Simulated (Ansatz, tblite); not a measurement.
Forces on the cluster Si3⁻ at its PBE-D4/def2-TZVPD geometry. Total charge -1; doublet.

The xTB rows come from tblite. At r2SCAN-D4/def2-TZVPD the highest occupied level of the charge -1 doublet lies above zero (up to 0.03 eV). By energy differences its removal costs 2.30 eV (vertical, to the charge 0 triplet, at r2SCAN-D4/def2-TZVPD); a positive level beside a positive removal energy at the same level points to self-interaction error. The structure comes from a short search, and lower isomers may exist.

GFN1-xTB (tblite), largest force 0.18 eV/Å:

```xyz
3
positions Å, forces eV/Å
Si    0.955    0.952    0.262   -0.143   -0.097   -0.065
Si   -1.012    0.134   -0.919    0.146    0.024    0.108
Si    0.057   -1.086    0.657   -0.003    0.073   -0.044
```

r2SCAN-D4/def2-TZVPD (Ansatz), largest force 0.28 eV/Å:

```
Si -0.165 -0.192 -0.029
Si 0.177 -0.049 0.175
Si -0.012 0.241 -0.146
```
